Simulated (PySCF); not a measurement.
H₂N, SMILES [NH2], multiplicity 2.

Coordinates come from a B3LYP-D3(BJ)/def2-TZVPD optimisation. The isomer is the one that the SMILES or the coordinates give; other isomers of the formula were not compared.

Computed with B3LYP-D3(BJ)/def2-TZVPD (PySCF).

Frequencies are harmonic and unscaled.

```json
[
 {"mode": "1", "ν (cm⁻¹)": "1532", "IR (km/mol)": "28.9", "moving atoms (share of kinetic energy)": "H 92 %, N 8 %"},
 {"mode": "2", "ν (cm⁻¹)": "3345", "IR (km/mol)": "11.9", "moving atoms (share of kinetic energy)": "H 96 %"},
 {"mode": "3", "ν (cm⁻¹)": "3434", "IR (km/mol)": "0.3", "moving atoms (share of kinetic energy)": "H 92 %, N 8 %"}
]
```
